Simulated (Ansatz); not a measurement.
Consider the interaction energy of a dimer with the counterpoise correction of C₂H₃N, SMILES CC#N (the Ansatz DFT code, driven from Python).

Script `run_dimer.py`:
```python
"""Interaction energy of two C2H3N molecules, with the counterpoise correction."""

from dataclasses import dataclass

import ansatz as az


@dataclass(frozen=True)
class Settings:
    basis_set: str = "def2-SVP"
    functional: str = "hf"


settings = Settings()

FIRST = [
    ("C", (-0.2528, 0.2913, -0.1945)),
    ("C", (0.5566, -0.6638, 0.4258)),
    ("N", (1.2113, -1.4508, 0.9151)),
    ("H", (0.137, 0.5959, -1.2111)),
    ("H", (-1.3229, -0.0452, -0.318)),
    ("H", (-0.3291, 1.2728, 0.3827)),
]
SECOND = [
    ("C", (1.5846, 1.1806, 3.424)),
    ("C", (0.6671, 2.1922, 3.1289)),
    ("N", (-0.0758, 3.0102, 2.8712)),
    ("H", (1.2677, 0.1751, 3.0157)),
    ("H", (2.6247, 1.399, 3.0444)),
    ("H", (1.7232, 0.9987, 4.542)),
]

def energy(atoms, ghosts=()):
    molecule = az.Crystal.molecule()
    for symbol, xyz in atoms:
        molecule = molecule.atom(symbol, xyz)
    calc = (
        molecule.calculation()
        .basis(gaussian=settings.basis_set)
        .functional(settings.functional)  # exchange and correlation
        .accuracy("high")  # preset for grids and thresholds
    )
    deck = calc.input()
    if ghosts:
        deck = deck.set(az.key.basis.gaussian.ghost_atoms, [{"symbol": s, "position_ang": list(xyz)} for s, xyz in ghosts])
    return az.Session.from_dict(deck).plan().execute().report["free_energy_ev"]


def main() -> None:
    # ghost atoms carry the functions of the partner
    both = energy(FIRST + SECOND)
    alone = energy(FIRST) + energy(SECOND)
    ghosted = energy(FIRST, SECOND) + energy(SECOND, FIRST)
    print(f"dimer {both:.6f} eV")
    print(f"interaction, uncorrected   {23.060548 * (both - alone):8.3f} kcal/mol")
    print(f"interaction, counterpoise  {23.060548 * (both - ghosted):8.3f} kcal/mol")
    print(f"basis-set superposition    {23.060548 * (alone - ghosted):8.3f} kcal/mol")


if __name__ == "__main__":
    main()
```

How large is the interaction at this pose, and how much of it is basis-set superposition?

Uncorrected it is -1.978 kcal/mol, with the counterpoise correction -1.500 kcal/mol; the difference, 0.48 kcal/mol, is the superposition error.

What the script printed:

```console
$ python run_dimer.py
dimer -7173.990143 eV
interaction, uncorrected     -1.978 kcal/mol
interaction, counterpoise    -1.500 kcal/mol
basis-set superposition       0.479 kcal/mol
```

The settings weren't tested for convergence. The dimer is a generated trial pose of unrelaxed monomers, not a minimum, so the figure is no binding energy, and the basis set is small. Hartree-Fock leaves correlation out, so bond, atomisation and ionisation energies come out well too low. This level lacks the dispersion part of the attraction (electrostatics and induction are there), which can decide the sign where the interaction is weak. Hardware and time: 16 s on 1 thread of Arm Neoverse V1, on a shared host, peak memory 0.45 GiB.

(Lines on the test bed's own set-up are left out of the output.)
